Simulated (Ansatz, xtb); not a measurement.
BH2MgS: where a starting geometry ends

The starting geometry of this gas-phase doublet was built from a drawn formula by distance geometry and a force field; its bonds are those of `[B]=[SH][MgH]`.

```xyz
5

B    -2.4027    2.3099    0.1940
Mg   -1.0740   -0.7987    0.7482
S    -1.1837    1.4816   -0.0087
H     0.1845    1.8090   -0.2676
H    -0.9997   -2.5072    1.3059
```

**Question.** Predict what becomes of its bonds when it is optimised with r2SCAN-D4/def2-SVP.

**Answer.** It rearranges to `[MgH][B]S`. Distances that change by over a tenth: B1–S3 (1.49 → 1.74 Å). Contacts that open: Mg2–S3 (2.41 → 3.92 Å). Contacts that close: B1–Mg2 (3.43 → 2.20 Å).

The energy falls by 4.05 eV over 19 steps:

```csv
step,E − E(last) (eV)
1,4.053
3,1.999
5,1.180
7,0.696
9,0.373
11,0.180
13,0.062
15,0.004
17,0.000
19,0.000
```

Final geometry (Å):

```yaml
atoms:
  - { symbol: B, position_ang: [-0.8370, 0.7691, 0.2213] }
  - { symbol: Mg, position_ang: [-1.6240, -1.1242, 1.0102] }
  - { symbol: S, position_ang: [0.0743, 2.0889, -0.4541] }
  - { symbol: H, position_ang: [-0.8198, 3.1347, -0.4343] }
  - { symbol: H, position_ang: [-2.2692, -2.5737, 1.6286] }
```

From the same start GFN2-xTB ends elsewhere, differing in B1–Mg2 (2.96 against 2.20 Å here), B1–H5 (1.21 against 3.90 Å here), Mg2–S3 (2.66 against 3.92 Å here), Mg2–H5 (2.37 against 1.70 Å here).

No frequencies were run, so the end isn't proven a minimum. Open shells are spin-unrestricted. Run with Ansatz 0.2.0, 73 s on 1 thread of Intel(R) Xeon(R) Platinum 8488C (Sapphire Rapids) (shared host).
